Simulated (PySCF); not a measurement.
**Splitting trees**

Geometry (Å), atoms numbered from 1 in this order:
```xyz
8

C     0.690   -0.360   -0.323
C    -0.346    0.626    0.117
N    -1.449    0.397    0.698
H     1.628   -0.200    0.234
H     0.931   -0.223   -1.390
H     0.359   -1.397   -0.162
H    -0.106    1.685   -0.092
H    -1.569   -0.615    0.836
```

Relativity neglected, no solvent, one averaged value for each set of equivalent atoms, one conformer. Spin–spin couplings from B3LYP/pcJ-1; PBE0-D3(BJ)/def2-SVP geometry; σ from GIAO-KT3/pcSseg-2; PySCF 2.14.

Shifts are taken against calculated references (same method and geometry level): ¹H (σref 31.35), ¹³C (σref 181.31) vs TMS.

Spectrometer: 500 MHz for ¹H. First-order analysis; couplings under 1 Hz (under 4 Hz in carbon signals) are ignored, and nearly equal couplings are merged; the smaller ones broaden or split the lines further.

Task: What pattern does H4/H5/H6 show (¹H)?

Result: A doublet at δ 1.88: 5.4 Hz to H7 (1 × ¹H, 3 bonds away). Lines in Hz from the centre (relative intensity): +2.7 (1), -2.7 (1). The outer lines are 5.4 Hz apart, the sum of the couplings kept, or 0.011 ppm at this field.

Task: What pattern does H7 show (¹H)?

Result: A quartet at δ 7.78: 5.4 Hz to H4/H5/H6 (3 × ¹H, 3 bonds away). Lines in Hz from the centre (relative intensity): +8.1 (1), +2.7 (3), -2.7 (3), -8.1 (1). The outer lines are 16.2 Hz apart, the sum of the couplings kept, or 0.032 ppm at this field.

Task: What pattern does C1 show in the proton-coupled ¹³C spectrum?

Result: A quartet of doublets at δ 30.9: 133.0 Hz to H4/H5/H6 (3 × ¹H, 1 bond away), 19.4 Hz to H7 (1 × ¹H, 2 bonds away). Lines in Hz from the centre (relative intensity): +209.2 (1), +189.8 (1), +76.2 (3), +56.8 (3), -56.8 (3), -76.2 (3), -189.8 (1), -209.2 (1). The outer lines are 418.4 Hz apart, the sum of the couplings kept, or 3.328 ppm at this field.

OH/NH shifts are gas-phase values; hydrogen bonding in solution moves them, usually downfield. Unscaled 3J(H,H) at this level run about 10 % above measured values.
